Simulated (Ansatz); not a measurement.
# CHSi+ (singlet): from Hartree-Fock to the top rungs, cc-pVTZ

An exercise on one series of results from a longer session: the logs are not shown, and one member is left open.

Program: Ansatz 0.2.0, Gaussian basis. Level of theory: cc-pVTZ, core rule «outside noble gas», up to 6 orbitals frozen. These are calculated values, not measurements.

To be run: UHF; CCSD(T) on RHF; CCSD(T) on UHF; BCCD(T) on RHF; CCSDT(Q) on RHF; CCSDT(Q) on UHF; CASSCF and MRCISD+Q, 8 electrons in 9 orbitals; CASSCF and NEVPT2, 8 electrons in 9 orbitals.

5 further runs of the same task are left out: 5 set aside as unsound or not needed.

### The system

The geometry is a PBE0/def2-TZVP stationary point (not a proven minimum) of the parent state, kept for this charge and spin.

3 atoms, charge 1, spin multiplicity 1.

Atoms are counted from 1 here; the program's logs count them from 0.

Bond lengths: Si1–C2 1.682 Å, C2–H3 1.079 Å. Angles: Si1–C2–H3 180.0°.

Set-up of the first run:

in.yaml reads:

```yaml
crystal:
  periodic: [false, false, false]
  atoms:
    - {symbol: Si, position_ang: [0.000000, 0.000000, 1.481442]}
    - {symbol: C, position_ang: [0.000000, 0.000000, -0.201009]}
    - {symbol: H, position_ang: [0.000000, 0.000000, -1.280432]}
basis:
  gaussian: {orbitals: cc-pVTZ}
total_charge: 1
magnetization: {spin_polarized: true, initial_magnetization: 0}
hamiltonian: {xc: hf}
output: {orbitals: {seedname: orbitals}}
```

The run is started by

```
> ansatz run in.yaml --threads 1 --pin off --events-out ev --progress --plain --max-ram 4096MiB --backend cpu
```

Among the steps run: UHF; CCSD(T) on RHF; CCSD(T) on UHF; BCCD(T) on RHF; CCSDT(Q) on RHF; CCSDT(Q) on UHF; CASSCF and MRCISD+Q, 8 electrons in 9 orbitals; CASSCF and NEVPT2, 8 electrons in 9 orbitals.

One table of the session follows, with a row left open; its other results are not shown here.

| method | from RCCSDT(Q) (meV) |
| --- | --- |
| RHF | +6637.6 |
| UHF | +5287.9 |
| RMP2 | +1529.2 |
| UMP2 | +665.6 |
| RCCSD | +546.7 |
| UCCSD | -293.6 |
| RCCSD(T) | +275.0 |
| UCCSD(T) | -559.2 |
| BCCD(T) | +275.3 |
| RCCSDT | +90.2 |
| UCCSDT | -844.1 |
| RCCSDT(Q) | 0 |
| UCCSDT(Q) | -937.6 |
| CASSCF valence | ? |
| NEVPT2 valence | +1240.3 |
| MRCISD valence | +548.4 |
| MRCISD+Q valence | +366.3 |

**Question.** Estimate the row for CASSCF valence.

**Answer.** from RCCSDT(Q) (meV): +3817.4. In the column «from RCCSDT(Q) (meV)» it lies between RMP2 (+1529.2) and UHF (+5287.9).

Caveats from the session: The determinant is far from a pure spin state, so its energy mixes those of several spin states (harmless only where they are near-degenerate, as at dissociation). The report flags that the cluster equations may have other roots. The program flags UCCSD(T), RCCSDT(Q), UCCSDT(Q) as in doubt, so the zero of the table is itself unsure. Warnings: restricted reference is unstable; spin contamination. Restricted and unrestricted rows rest on different reference determinants; where their highest levels disagree by more than a few hundredths of an eV, they describe different states and don't form one ladder.
